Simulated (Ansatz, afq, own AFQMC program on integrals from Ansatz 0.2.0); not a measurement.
**Atomization energy of Al2H4, singlet, worked out**

```xyz
6

Al    0.0000    0.0000    1.3086
Al    0.0000    0.0000   -1.3086
H     0.0000    1.3533    2.1524
H     0.0000   -1.3533    2.1524
H     0.0000    1.3533   -2.1524
H     0.0000   -1.3533   -2.1524
```

Connectivity, by distances: AlH2–AlH2.

Basis cc-pVTZ. Only valence electrons are correlated. Integrals, coupled cluster, full CI and functionals: Ansatz 0.2.0; the random walks run on the same integrals in our own AFQMC program. ph-AFQMC/CISD is guided by a CISD state made of CCSD amplitudes; releasing the constraint for a short imaginary time cuts its bias at the price of noise, slowly where states lie close. Uncertainties: one standard error, sampling alone.

Total energies in eV. CBS is CCSD(T) at the limit of def2-TZVPP/QZVPP (extrapolated itself); the highest rung of each member is named.

Cautions: Al₂H₄ (singlet): the ph-AFQMC/HF walk drifts between its halves (2.3 errors).

| member | count | CCSD(T)/cc-pVTZ | highest rung in cc-pVTZ | which | CCSD(T)/CBS |
| --- | --- | --- | --- | --- | --- |
| Al (doublet) | +2 | -6583.2834 | -6583.2963 | FCI | -6583.4221 |
| H (doublet) | +4 | -13.6005 | -13.6005 | FCI | -13.6059 |
| Al₂H₄, singlet | -1 | -13234.2150 | -13234.2478 | CCSDT(Q) | -13234.9082 |

Question: Work out the best estimate of the atomization energy: the CCSD(T)/CBS difference plus the step from CCSD(T) to the highest rung.

Answer: Sums with the counts: CCSD(T)/CBS 13.6404 eV, highest rung 13.2532 eV, CCSD(T)/cc-pVTZ 13.2462 eV. The step is 13.2532 − 13.2462 = 0.0070 eV, so the best estimate is 13.6404 + (0.0070) = 13.6474 eV = 1316.8 kJ/mol. The basis set is worth 0.394 eV of it. Zero-point, core-correlation and spin–orbit terms aren't in it. Past Ne the Hartree–Fock part of each CBS total tends to overshoot, since the cores don't follow the formula; that largely cancels in the difference.

Best estimates are given only where the step beyond CCSD(T) is under 0.3 eV and no member's determinant is very poor (T1 over 0.05, or 0.07 for open shells, ⟨S²⟩ too high by 0.3, two states mixed), so the hardest cases are missing from such tables.

CCSDT and higher add their correlation energy to the determinant of the CCSD(T) run, since their own runs factorise the integrals more tightly (a shift of under 2 meV). Each member of a difference takes its own highest rung, so a best estimate needn't equal the limit plus the step of one row.
